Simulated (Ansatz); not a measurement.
# BiOCl (P4/nmm, No. 129)

Level of theory: r²SCAN0 in Ansatz (PAW).

Run with plane-wave cutoff 520 eV, 6×6×4 k mesh (along the axes of the cell as run), Fermi–Dirac smearing 0.01 eV, scalar-relativistic PAW data made under PBE.

Cell (measured lattice):

Space group P4/nmm, origin choice 1 (No. 129); a = b = 3.8855 Å, c = 7.3489 Å, α = β = γ = 90.00°

| atom | site | symmetry | x | y | z |
|---|---|---|---|---|---|
| Bi | 2c | 4mm | 0.5000 | 0.0000 | 0.3290 |
| Cl | 2c | 4mm | 0.0000 | 0.5000 | 0.1472 |
| O | 2b | -4m2 | 0.5000 | 0.5000 | 0.5000 |

```yaml
band_gap: 4.58 eV
smallest_direct_gap_on_the_k_points_sampled: 5.13 eV
direct gap at Γ: 6.03 eV
```

Note: cell and atoms aren't relaxed at this level (largest force component 0.46 eV/Å, pressure -1.1 GPa).

Spin–orbit coupling is not included; with these elements it can move the gap by several tenths of an eV or more.

Static lattice: no zero-point or thermal effects.

It cost very roughly 8 core-minutes of CPU time.

Ansatz is an electronic-structure program.
